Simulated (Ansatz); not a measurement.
A nudged elastic band was laid between two geometries of CH6BSi (9 atoms, charge 0, multiplicity 2).

Method: Ansatz 0.2.0, UKS PBE/6-31G.

```yaml
movable_images: 7
climbing_image: yes
spring: 5.0 eV/Å²
optimiser: quadratic models (default)
start_path: through a guess of the saddle point
force_threshold: 0.05 eV/Å
iteration_limit: 60
end_points: relaxed
```

First end point:

```xyz
9
Properties=species:S:1:pos:R:3
B -1.699 0.308 -1.161
Si 0.086 0.556 -0.294
C 0.629 -0.872 0.882
H -2.529 0.993 -1.700
H 1.031 0.590 -1.496
H 0.267 1.891 0.423
H 0.582 -1.838 0.355
H 1.663 -0.705 1.229
H -0.031 -0.922 1.764
```

Last end point:

```xyz
9
Properties=species:S:1:pos:R:3
B -0.960 0.563 -1.607
Si -0.179 0.607 0.182
C 0.808 -0.807 1.026
H -1.562 1.520 -2.019
H -0.836 -0.423 -2.289
H -0.291 1.808 1.107
H 0.902 -1.667 0.345
H 1.819 -0.462 1.307
H 0.299 -1.139 1.948
```

Question: Which bonds break or form, and what moves?

Answer: Bonds broken: Si2–H5. Bonds formed: B1–H5.

Question: Give the energies along the band, and the barrier.

Answer: The forces met the threshold. The highest image is number 2 of 0 to 8, 0.224 eV above the first end and 1.629 eV above the last; the last end lies 1.405 eV below the first. A vibrational analysis at the climbing image gives one clearly imaginary mode, 444i cm⁻¹: a first-order saddle point. Limits of this set-up: no polarisation functions.

```
image  path coordinate (Å)  energy (eV)  Si2–H5 (Å)  B1–H5 (Å)
    0                 0.00        0.000        1.53       2.76
    1                 0.64        0.064        1.54       2.47
    2                 1.29        0.224        1.62       1.83
    3                 1.74        0.049        1.86       1.36
    4                 2.20       -0.489        2.24       1.22
    5                 2.66       -1.035        2.53       1.20
    6                 3.12       -1.290        2.66       1.21
    7                 3.58       -1.391        2.73       1.20
    8                 4.04       -1.405        2.76       1.20
```

Question: What is the geometry of the highest image?

Answer: 
```xyz
9
Properties=species:S:1:pos:R:3
B -1.520 0.331 -1.312
Si -0.170 0.567 0.027
C 0.679 -0.890 0.941
H -2.067 1.052 -2.100
H 0.279 0.568 -1.533
H 0.280 1.908 0.592
H 0.465 -1.837 0.420
H 1.768 -0.739 0.995
H 0.284 -0.960 1.969
```

Question: What are the harmonic wavenumbers there?

Answer: 444i, 119, 209, 434, 492, 628, 666, 708, 742, 799, 882, 914, 1307, 1462, 1464, 1713, 2055, 2655, 3003, 3098, 3116 cm⁻¹.

Run time: 3.6 min on 1 thread of Arm Neoverse V2, with other jobs on the host, peak memory 0.11 GiB.
